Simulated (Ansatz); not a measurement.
**doublet HNO−: levels of theory compared**

Wanted: a comparison of 6 runs (UHF/STO-3G, U-r2SCAN/def2-TZVPPD, U-r2SCAN0/def2-TZVPPD, UB2PLYP/def2-TZVPPD, UPBE0/def2-TZVPPD, RPA@PBE/def2-TZVPPD) of doublet HNO−. 

The calculation is run with Ansatz 0.2.0.

60 further runs of the same task are left out: 60 set aside as unsound or not needed.

### Step 1. The molecule

HNO−: 3 atoms, total charge -1, spin state doublet. SMILES of the parent species: `N=O`. The coordinates come from a PBE0-D4/def2-TZVP relaxation. That shape belongs to the parent species and isn't relaxed for this state.

Bond lengths: N1–O2 1.190 Å, N1–H3 1.063 Å. Angles: O2–N1–H3 108.9°.

### Step 2. A single-point energy at UHF/STO-3G (run 1)

The input, run.yaml:

```yaml
crystal:
  periodic: [false, false, false]
  atoms:
    - {symbol: "N", position_ang: [-0.283700, 0.312790, -0.117160]}
    - {symbol: O, position_ang: [0.755300, 0.397200, 0.456500]}
    - {symbol: H, position_ang: [-0.471600, -0.709980, -0.339350]}
basis:
  gaussian:
    orbitals: STO-3G
total_charge: -1
magnetization:
  spin_polarized: true
  initial_magnetization: 1
hamiltonian:
  xc: hf
accuracy: high
output: {orbitals: {seedname: orbitals}}
```

The run is started by

```
$ ansatz run run.yaml --threads 1 --pin off --max-ram 3480MiB --events-out events.jsonl --progress --plain --runs-dir runs
```

The log of the run:

```text
Warning: RAYON_NUM_THREADS=1 ignored (pool sized by the plan → 1); use --threads N
Functional definition: HF
  name "HF"
  exchange = exact_x
  correlation = 0
168 factors; integrals over basis functions are off by at most 3.7e-8 eV
mean field evaluation 1: about -3478.5958 eV, gradient 6.7e0 eV
mean field evaluation 2: about -3478.7263 eV, gradient 6.7e0 eV
mean field evaluation 4: about -3479.0530 eV, gradient 8.6e-1 eV
mean field evaluation 8: about -3479.0766 eV, gradient 7.7e-5 eV
mean field evaluation 16: about -3479.0761 eV, gradient 2.1e-8 eV
mean field -3479.07608358 eV, -127.8536878693 hartree, gradient 2.1e-8 eV, S^2 0.751965; 0 other end points of the search recorded, 0 dependent functions left out
reference -3479.07608358 eV, -127.8536878693 hartree; 9, 8 occupied and 2, 3 virtual orbitals, 168 factors
Total energy: -3479.07608358 eV, -127.8536878693 hartree
```

Run time: 0.08 s. Hardware: 1 thread of Arm Neoverse V2, shared host.

### Step 3. The energy at U-r2SCAN/def2-TZVPPD (run 2)

The input, job.yaml:

```yaml
crystal:
  periodic: [false, false, false]
  atoms:
    - {symbol: N, position_ang: [-0.283700, 0.312790, -0.117160]}
    - {symbol: O, position_ang: [0.755300, 0.397200, 0.456500]}
    - {symbol: H, position_ang: [-0.471600, -0.709980, -0.339350]}
basis:
  gaussian:
    orbitals: def2-TZVPPD.json
total_charge: -1
magnetization:
  spin_polarized: true
  initial_magnetization: 1
hamiltonian:
  xc: {name: r2SCAN}
accuracy: high
output: {orbitals: {seedname: orbitals}}
```

The basis set def2-TZVPPD is read from a file made from the Basis Set Exchange's data (not shown).

The run is started by

```
$ ansatz run job.yaml --threads 1 --pin off --max-ram 3480MiB --events-out events.jsonl --progress --plain --runs-dir runs
```

The log of the run:

```text
Warning: RAYON_NUM_THREADS=1 ignored (pool sized by the plan → 1); use --threads N
Functional definition: r2SCAN
  name "r2SCAN"
  parameter k0 = 0.174
  parameter k1 = 0.065
  parameter a1 = 4.9479
  exchange = r2scan_x(k0 = k0, k1 = k1, a1 = a1)
  correlation = r2scan_c
1451 factors; integrals over basis functions are off by at most 3.5e-9 eV
mean field evaluation 1: about -3548.6007 eV, gradient 1.9e1 eV
mean field evaluation 2: about -3545.2986 eV, gradient 3.8e1 eV
mean field evaluation 4: about -3550.0142 eV, gradient 2.5e0 eV
mean field evaluation 8: about -3550.0413 eV, gradient 4.6e-2 eV
mean field evaluation 16: about -3550.0414 eV, gradient 5.9e-5 eV
mean field evaluation 32: about -3548.2166 eV, gradient 1.9e-1 eV
mean field -3550.04136002 eV, -130.4616136765 hartree, gradient 1.5e-8 eV, S^2 0.757210; 5 other end points of the search recorded, 0 dependent functions left out
reference -3550.04136690 eV, -130.4616139292 hartree; 9, 8 occupied and 85, 86 virtual orbitals, 1451 factors
Total energy: -3550.04136690 eV, -130.4616139292 hartree
```

Wall time 33 s (1 thread of Arm Neoverse V2, shared host); peak memory 0.27 GiB.

Runs 3 to 5 aren't shown in full; the table further down has their settings and results.

### Step 4. The energy at RPA@PBE/def2-TZVPPD (run 6)

The input, input.yaml:

```yaml
crystal:
  periodic: [false, false, false]
  atoms:
    - {symbol: N, position_ang: [-0.283700, 0.312790, -0.117160]}
    - {symbol: O, position_ang: [0.755300, 0.397200, 0.456500]}
    - {symbol: H, position_ang: [-0.471600, -0.709980, -0.339350]}
basis:
  gaussian:
    orbitals: def2-TZVPPD.json
total_charge: -1
magnetization:
  spin_polarized: true
  initial_magnetization: 1
hamiltonian:
  xc: {name: PBE}
correlation:
  method: rpa
  frozen_orbitals: {H: 0, "N": 1, O: 1}
accuracy: high
```

The basis set def2-TZVPPD is read from a file made from the Basis Set Exchange's data (not shown).

The run is started by

```
$ ansatz run input.yaml --threads 1 --pin off --max-ram 3480MiB --events-out events.jsonl --progress --plain --runs-dir runs
```

The log of the run, shortened:

```text
Warning: RAYON_NUM_THREADS=1 ignored (pool sized by the plan → 1); use --threads N
Functional definition: PBE
  name "PBE"
[...]
1451 factors; integrals over basis functions are off by at most 3.5e-9 eV
[...]
mean field -3548.22515993 eV, -130.3948695541 hartree, gradient 4.8e-8 eV, S^2 0.752973; 0 other end points of the search recorded, 0 dependent functions left out
2 core orbitals not correlated: weight in the atoms' cores, before any rotation towards them, 1.000 or more for the frozen orbitals, at most 0.000 for the correlated occupied ones
reference -3531.99013921 eV, -129.7982435469 hartree; 7, 6 occupied and 85, 86 virtual orbitals, 1451 factors
Total energy: -3550.64528469 eV, -130.4838074984 hartree
```

It took 32 s on 1 thread of Arm Neoverse V2, shared host; peak memory 0.29 GiB.

### Step 5. The series

```
run                  level  frozen core orbitals  energy (Eh)  HOMO energy (eV)  LUMO energy (eV)   ⟨S²⟩  wall time
  1             UHF/STO-3G                     –  -127.853688              4.90             22.04  0.752     0.08 s
  2   U-r2SCAN/def2-TZVPPD                     –  -130.461614              3.86              5.73  0.757       33 s
  3  U-r2SCAN0/def2-TZVPPD                     –  -130.438342              2.42              6.12  0.759      9.6 s
  4    UB2PLYP/def2-TZVPPD                     2  -130.438062              1.18              6.25  0.761      6.3 s
  5      UPBE0/def2-TZVPPD                     –  -130.386573              2.72              5.74  0.756      5.4 s
  6    RPA@PBE/def2-TZVPPD                     2  -130.483807                 –                 –  0.753       32 s
```

### Step 6. What came out

| quantity | value |
| --- | --- |
| run 6: total energy | -130.48381 Eh |
| run 6: RPA correlation energy (valence) | -685.6 mEh |
| run 6: ⟨S²⟩ of the reference determinant | 0.753 |

What this shows: Totals of different functionals can't be ranked against each other. In runs 1, 2, 3, 4, 5 the HOMO lies above zero, so the outermost electron may be held by the basis alone. In run 1 the basis is minimal, so the values are rough. All runs together took 86 s, the longest 33 s.
